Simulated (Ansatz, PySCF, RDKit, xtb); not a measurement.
# Solving [C3H7]−, step by step

Task: start from the formula [C3H7]− (charge -1), draw up candidate structures, narrow them down in stages, and characterise the one that lies lowest at 1000 K.

Plan: many cheap relaxations first (GFN2-xTB), then density-functional screening, relaxation at PBE0-D3(BJ)/def2-SVPD, vibrations and a final energy. The numbers are computed, not measured.

4 further runs of the same task are left out: 4 set aside as unsound or not needed.

### 1 Possible bonding patterns

A program enumerates the bonding patterns with one Lewis structure each (two rings at most, one unusual centre or charged pair), with their diastereomers. O–O, O–halogen and N–halogen bonds and N–N–N chains are not drawn. That gives 2 candidates.

```csv
label,SMILES,spin
c212,[CH2-]CC,singlet
c635,C[CH-]C,singlet
```

Candidates are built by distance geometry, with a force field where one applies, in up to four conformers (letters a to d).

Q: Predict the outcome of this search (final energies at CCSD(T)/def2-SVPD + MP2/def2-TZVPPD - MP2/def2-SVPD).

| quantity | value |
| --- | --- |
| lowest structure found | [CH2-]CC, singlet, C1 |
| next finalist | C[CH-]C, singlet, 3.1 kcal/mol higher in G |
| share at equilibrium, among the finalists | 82.7 % |
| harmonic wavenumbers, lowest and highest (PBE0-D3(BJ)/def2-SVPD) | 199 and 3094 cm⁻¹ |
| rotational constants, same geometry | 1.093, 0.2907, 0.259 cm⁻¹ |
| HOMO energy (PBE0/def2-TZVPD) | 1.57 eV |
| LUMO energy (PBE0/def2-TZVPD) | 4.25 eV |
| HOMO–LUMO gap (to an unbound level, set by the basis) (PBE0/def2-TZVPD) | 2.68 eV |
| lowest excitation (TD-PBE0/def2-SVPD) | 2.36 eV (f = 0.063) |
| strongest of the states computed, same level | 3.28 eV (f = 0.093) |
| lowest triplet excitation, same level, Tamm-Dancoff | 1.99 eV |
| vertical detachment energy | 0.15 eV |
| vertical triplet less singlet | +1.62 eV |

The search ends on `[CH2-]CC`. The margin of 3.1 kcal/mol over the next finalist is beyond the usual error of the last level; it says nothing of structures that weren't ranked. r2SCAN-D4/def2-SVPD, PBE0-D3(BJ)/def2-SVPD, HF/def2-SVPD and MP2/def2-SVPD already put its bonding pattern lowest among the structures in one piece. In an anion, excitations above the detachment energy lie in the continuum and hang on the basis, so they needn't be bound states. The search is not exhaustive (a finite list of starts, one conformer a finalist), so a lower isomer can't be ruled out. Patterns outside the rules of the enumeration were met only by chance.
